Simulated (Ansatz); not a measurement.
Geometry optimisation, RKS B3LYP/def2-SVP in Ansatz.

Input file:

```yaml
crystal:
  periodic: [false, false, false]
  atoms:
    - { symbol: B, position_ang: [0.017578, -0.162979, 0.290814] }
    - { symbol: "N", position_ang: [0.03808, -0.301159, 1.750955] }
    - { symbol: H, position_ang: [-0.791625, -0.488665, 2.298824] }
    - { symbol: H, position_ang: [0.889678, -0.259891, 2.295741] }
    - { symbol: H, position_ang: [1.059621, 0.006155, -0.289403] }
    - { symbol: H, position_ang: [-1.033967, -0.269299, -0.286749] }
    - { symbol: H, position_ang: [-0.279399, 2.216288, 0.37313] }
    - { symbol: H, position_ang: [-0.239767, 1.81505, 0.967088] }
basis:
  gaussian: { orbitals: def2-SVP }
hamiltonian:
  xc: b3lyp
relax:
  f_tol: 0.03
  max_steps: 50
output:
  orbitals: {}
```

Command:

```bash
$ ansatz run input.yaml --threads 1 --pin off --max-ram 2048MiB --backend cpu --events-out ev --progress --plain --runs-dir out
```

**Question.** Where does it end, and by what steps?

**Answer.** The run converged. The force dipped under the threshold on the way, but the program's further checks kept it going. After 20 steps the energy has fallen by 0.417 eV; H7 moved furthest, 1.43 Å.

```tsv
step	energy less start (eV)	largest force component (eV/Å)	accepted
0	0.0000	2.463	yes
1	-0.2455	1.099	yes
2	-0.3311	0.247	yes
3	-0.3702	0.152	yes
4	-0.3848	0.200	yes
5	-0.3921	0.151	yes
6	-0.3949	0.183	yes
7	-0.3976	0.175	yes
8	-0.4003	0.194	yes
9	-0.4038	0.233	yes
10	-0.4069	0.374	yes
11	-0.3937	0.710	no
12	-0.4112	0.203	yes
13	-0.4137	0.009	yes
14	-0.4122	0.468	no
15	-0.4152	0.057	yes
16	-0.4160	0.128	yes
17	-0.4164	0.107	yes
18	-0.4166	0.075	yes
19	-0.4157	0.150	no
20	-0.4170	0.017	yes
```

```xyz
8
Properties=species:S:1:pos:R:3
B 0.114 -0.901 0.246
N 0.027 -0.212 1.452
H -0.847 -0.050 1.940
H 0.835 0.158 1.941
H 1.196 -1.056 -0.267
H -0.896 -1.328 -0.261
H -0.431 3.344 1.234
H -0.337 2.599 1.115
```

Whether the end is a true minimum wasn't checked by a vibrational analysis.

The run took 27 s on 1 thread of Arm Neoverse V1 (shared host), peak memory 0.11 GiB.
